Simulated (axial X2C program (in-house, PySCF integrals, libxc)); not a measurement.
# Spectroscopic constants of AlO⁺

Calculated with an in-house relativistic program for diatomic molecules. Spin-free means the one-electron spin-free X2C Hamiltonian; two-component (2c) means X2C with spin–orbit coupling and atomic mean-field two-electron Coulomb and Gaunt terms, so the difference of the two also holds small scalar two-electron terms. Basis: Al dyall-v3z [8s8p2d1f], O dyall-av3z [7s6p3d2f] (cores contracted in-house); Gaussian nuclei, density fitting, unrestricted open shells. Masses: Al 26.982 u, O 15.995 u.

The run was started with this input:
```json
{
 "zs": [
  13,
  8
 ],
 "q": 1,
 "bas": [
  "dyall-v3z",
  "dyall-av3z"
 ],
 "levels": [
  "PBE0",
  "HF",
  "B97-3"
 ],
 "cc": true,
 "r0": 1.7,
 "thr": -2.0,
 "nmax": 90,
 "npts": 10,
 "nst": 2,
 "ntry": 6
}
```
```bash
python so2c.py task.json out
```

Keys: zs atomic numbers; q charge; bas basis sets; levels methods; cc coupled cluster on or off; r0 starting distance in Å; thr threshold in hartree for freezing inner shells (an s shell follows its p shell); nmax most natural virtual spinors; npts points on the curve; nst determinants followed; ntry starts of the search. HF also brings MP2.

State, spin-free: M_S = 1, Λ = 1 (beyond evenly filled blocks: σα, π+α, π+β, π-α); electrons by block: σα: 7, σβ: 6, π+α: 2, π+β: 2, π-α: 2, π-β: 1. Fragments: Al+ + O.

State, 2c: Ω = 2 (⟨Sz⟩ = 1.00, ⟨Lz⟩ = 1.00 at PBE0); electrons by block: 1/2: 9, -1/2: 8, 3/2: 2, -3/2: 1. Fragments: Al+ + O.

| Hamiltonian | level | Re (Å) | ωe (cm⁻¹) | Be (cm⁻¹) | αe (cm⁻¹) | De (eV) | D0 (eV) | k (mdyn/Å) | μ (D) |
| --- | --- | --- | --- | --- | --- | --- | --- | --- | --- |
| 2c | PBE0 | 1.741 | 758.8 | 0.5537 | 0.0064 | 1.20 | 1.16 | 3.41 | -4.55 |
| 2c | B97-3 | 1.749 | 742.3 | 0.5488 | 0.00656 | 1.19 | 1.14 | 3.26 | -4.49 |

Spin-free values that have a 2c row agree with it to the digits that matter (0.001 Å, 0.01 eV) and are not repeated.

Dipoles are positive if O is the positive end and refer to the centre of mass.

One determinant describes the state; a PBE0 search over occupations chose it and may have missed a lower one. De is counted from the lowest determinant-based energies of the atoms at the same level, without counterpoise correction. Density functionals use the spin component along the axis (collinear). The 2c atoms are single determinants rather than J levels; their spin–orbit lowering is only partly caught, and De is too large by that part. This holds for PBE0, B97-3. Other states lie close and PBE0, whose exact exchange favours high spin, may order them wrongly; the determinant shown need not be the ground state. The nearest other 2c determinant of the search, Ω = 1, lies 0.12 eV up at the distance of the search. The functionals have no current-density term, which raises determinants with orbital currents, atoms included. With several unpaired electrons one determinant need not be a pure state. Open-shell Ω = 0 determinants with evenly filled partner blocks cannot be reached by this program, so the Ω shown need not be the lowest component.

No reliable constants came from CCSD (2c), CCSD (spin-free), CCSD(T) (2c), CCSD(T) (spin-free), HF (2c), HF (spin-free), MP2 (2c), MP2 (spin-free): no minimum in range, unconverged points, a curve that is not smooth, a change of character along it, or the two Hamiltonians disagreeing along it.

Rough cost a point (2c) on 1 thread(s) of a shared host, integrals apart: PBE0 0.26 s, B97-3 0.3 s.

The whole task took 88 s on 1 thread of Intel(R) Xeon(R) Processor @ 2.30GHz (shared host).
